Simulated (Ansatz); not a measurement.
# CHAlO: the cost of one run

Computed with Ansatz 0.2.0, Gaussian basis. Level: def2-QZVPP, core rule «outside noble gas», up to 7 orbitals frozen.

To be run: UHF; ROHF; CCSD(T) on UHF.

2 further runs of the same task are left out: 2 set aside as unsound or not needed.

### Step 1. The geometry

The geometry is a PBE0/def2-TZVP stationary point (not a proven minimum) of the parent state, kept for this charge and spin.

4 atoms, charge 1, spin multiplicity 2.

Atoms are counted from 1 here; the program's logs count them from 0.

Bond lengths: C1–Al2 1.941 Å, Al2–O3 1.648 Å, O3–H4 0.948 Å. Angles: C1–Al2–O3 180.0°, Al2–O3–H4 180.0°.

Geometry (Å):

```xyz
4
charge 1, multiplicity 2
C     0.0000    0.0000   -2.5169
Al    0.0000    0.0000   -0.5756
O     0.0000    0.0000    1.0721
H     0.0000    0.0000    2.0203
```

### Step 2. UHF

File in.yaml:

```yaml
crystal:
  periodic: [false, false, false]
  atoms:
    - {symbol: C, position_ang: [0.000000, 0.000000, -2.516875]}
    - {symbol: Al, position_ang: [0.000000, 0.000000, -0.575575]}
    - {symbol: O, position_ang: [0.000000, 0.000000, 1.072125]}
    - {symbol: H, position_ang: [0.000000, 0.000000, 2.020325]}
basis:
  gaussian: {orbitals: "def2-QZVPP.json"}
total_charge: 1
magnetization: {spin_polarized: true, initial_magnetization: 1}
hamiltonian: {xc: hf}
output: {orbitals: {seedname: orbitals}}
```

Run with:

```console
ansatz run in.yaml --threads 1 --pin off --events-out ev --progress --plain --max-ram 2393MiB
```

**Question.** How long does this run take on 1 thread of Arm Neoverse V2, shared host, and how much memory does it need?

About 32 s, with a peak of 0.51 GiB.
